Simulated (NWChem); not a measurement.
Program: NWChem. System: F3N, charge 0, spin multiplicity 1, at the geometry of a parent with another charge or spin, in a state set for the comparison that need not be this species' ground state. Level: B3LYP/def2-SVPD, VWN1-RPA local correlation.

Input file:

```
start mol
memory heap 200 mb stack 800 mb global 1000 mb
geometry units angstroms nocenter noautoz
  F     -0.615731    -0.055434     1.065081
  N      0.003304     0.245647     0.000000
  F      1.228893    -0.080190     0.000000
  F     -0.615731    -0.055434    -1.065081
  symmetry group Cs
end
basis spherical
  * library def2-svpd
end
dft
  xc b3lyp
  semidirect memsize 60000000 filesize 0
  iterations 100
end
task dft energy
```

Part of the output:

```
             Northwest Computational Chemistry Package (NWChem) 7.3.0
             --------------------------------------------------------

                                NWChem Input Module
                                -------------------

 Scaling coordinates for geometry "geometry" by  1.889725989
 (inverse scale =  0.529177249)

 Turning off AUTOSYM since
 SYMMETRY directive was detected!

                             Geometry "geometry" -> ""
                             -------------------------

 Output coordinates in angstroms (scale by  1.889725989 to convert to a.u.)

  No.       Tag          Charge          X              Y              Z
 ---- ---------------- ---------- -------------- -------------- --------------
    1 F                    9.0000    -0.61573100    -0.05543400     1.06508100
    2 N                    7.0000     0.00330400     0.24564700     0.00000000
    3 F                    9.0000     1.22889300    -0.08019000     0.00000000
    4 F                    9.0000    -0.61573100    -0.05543400    -1.06508100

 Effective nuclear repulsion energy (a.u.)     139.2314890117

            Nuclear Dipole moment (a.u.)
            ----------------------------
        X                 Y               Z
 ---------------- ---------------- ----------------
     0.0000132281     0.0000132281     0.0000000000

      Symmetry information
      --------------------

 Group name             Cs
 Group number              2
 Group order               2
 No. of unique centers     3

      Symmetry unique atoms

     1    2    3


 Summary of "ao basis" -> "" (spherical)
 ------------------------------------------------------------------------------
       Tag                 Description            Shells   Functions and Types
 ---------------- ------------------------------  ------  ---------------------
 *                         def2-svpd                  on all atoms

                                 NWChem DFT Module
                                 -----------------

 Summary of "ao basis" -> "ao basis" (spherical)
 ------------------------------------------------------------------------------
[...]
 Vector   17  Occ=2.000000D+00  E=-2.633648D-01  Symmetry=a'
              MO Center=  4.4D-03,  3.2D-01, -4.7D-15, r^2= 1.3D+00
   Bfn.  Coefficient  Atom+Function         Bfn.  Coefficient  Atom+Function
  ----- ------------  ---------------      ----- ------------  ---------------
    29      0.554209  2 N  py                27     -0.361220  2 N  s
    32     -0.302758  2 N  py                 6     -0.276704  1 F  py
    49     -0.277835  3 F  py                72     -0.276704  4 F  py
    25     -0.245321  2 N  s                  9      0.188983  1 F  py
    52      0.189609  3 F  py                75      0.188983  4 F  py

 Vector   18  Occ=0.000000D+00  E= 2.276070D-02  Symmetry=a'
              MO Center= -2.6D-03, -2.0D-01, -1.1D-15, r^2= 4.0D+00
   Bfn.  Coefficient  Atom+Function         Bfn.  Coefficient  Atom+Function
  ----- ------------  ---------------      ----- ------------  ---------------
    27      2.843002  2 N  s                 54      0.498494  3 F  px
    25      0.458742  2 N  s                  4     -0.432901  1 F  s
    13      0.433698  1 F  pz                47     -0.432916  3 F  s
    70     -0.432901  4 F  s                 79     -0.433698  4 F  pz
     3     -0.330758  1 F  s                 46     -0.330764  3 F  s

 Vector   19  Occ=0.000000D+00  E= 7.785358D-02  Symmetry=a'
              MO Center=  4.5D-01, -1.6D-01,  5.3D-16, r^2= 8.7D+00
   Bfn.  Coefficient  Atom+Function         Bfn.  Coefficient  Atom+Function
  ----- ------------  ---------------      ----- ------------  ---------------
    54     -1.454704  3 F  px                47      1.362348  3 F  s
    11     -0.834068  1 F  px                77     -0.834068  4 F  px
     4     -0.681114  1 F  s                 70     -0.681114  4 F  s
    13      0.360016  1 F  pz                79     -0.360016  4 F  pz
    31     -0.225864  2 N  px                28      0.212080  2 N  px

 Vector   20  Occ=0.000000D+00  E= 7.785375D-02  Symmetry=a"
              MO Center= -4.5D-01, -1.4D-01, -1.3D-15, r^2= 8.7D+00
   Bfn.  Coefficient  Atom+Function         Bfn.  Coefficient  Atom+Function
  ----- ------------  ---------------      ----- ------------  ---------------
    13     -1.248907  1 F  pz                79     -1.248907  4 F  pz
     4      1.179816  1 F  s                 70     -1.179816  4 F  s
    56     -0.625300  3 F  pz                11      0.361683  1 F  px
    77     -0.361683  4 F  px                33     -0.225881  2 N  pz
    30      0.212119  2 N  pz                 3      0.146784  1 F  s

 center of mass
 --------------
 x =  -0.00006763 y =  -0.00505672 z =   0.00000000

 moments of inertia (a.u.)
 ------------------
         157.794179195508           2.013774765422           0.000000000000
           2.013774765422         307.826168483462           0.000000000000
           0.000000000000           0.000000000000         157.769775687339

     Multipole analysis of the density
     ---------------------------------

     L   x y z        total         alpha         beta         nuclear
     -   - - -        -----         -----         ----         -------
     0   0 0 0     -0.000000    -17.000000    -17.000000     34.000000

     1   1 0 0     -0.002390     -0.001202     -0.001202      0.000013
     1   0 1 0     -0.180029     -0.090021     -0.090021      0.000013
     1   0 0 1     -0.000000     -0.000000     -0.000000      0.000000

     2   2 0 0    -15.025398    -43.965985    -43.965985     72.906572
     2   1 1 0     -0.004917      0.473992      0.473992     -0.952900
     2   1 0 1     -0.000000     -0.000000     -0.000000      0.000000
     2   0 2 0    -15.391401     -8.652002     -8.652002      1.912604
     2   0 1 1     -0.000000     -0.000000     -0.000000      0.000000
     2   0 0 2    -15.025366    -43.971742    -43.971742     72.918118

 Task  times  cpu:        3.3s     wall:        3.3s

 Total times  cpu:        3.3s     wall:        3.3s
```
